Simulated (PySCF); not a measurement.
# Working with the constants of SiC

PBE0 constants of SiC, ³Π (triplet), unpaired electrons σ ↑, π ↑ (PySCF, no relativity, basis sets Si def2-TZVP, C def2-TZVP; masses 27.9769 and 12.0000 u):

| Quantity | Value |
| --- | --- |
| ωe | 995.3 cm⁻¹ |
| ωexe | 7.44 cm⁻¹ |
| Be | 0.68653 cm⁻¹ |
| αe | 0.00585 cm⁻¹ |
| D (centrifugal) | 1.31e-06 cm⁻¹ |
| De to Si + C | 4.42 eV |

Q: Give the vibrational terms G(v) and spacings up to v = 6.

A: G(v) = ωe(v+½) − ωexe(v+½)².

```
v  G(v) (cm⁻¹)  G(v) − G(v−1)  Bv (cm⁻¹)
0          496                    0.6836
1         1476            980     0.6778
2         2442            966     0.6719
3         3392            951     0.6661
4         4328            936     0.6602
5         5249            921     0.6544
6         6155            906     0.6485
```

Q: How well does the Morse estimate ωe²/(4ωexe) reproduce De, and what is D0?

A: It gives 4.13 eV, 93 % of the computed De. D0 = De − G(0) = 4.42 − 0.06 = 4.36 eV.

The state was picked by a PBE0 search and need not be the measured ground state.
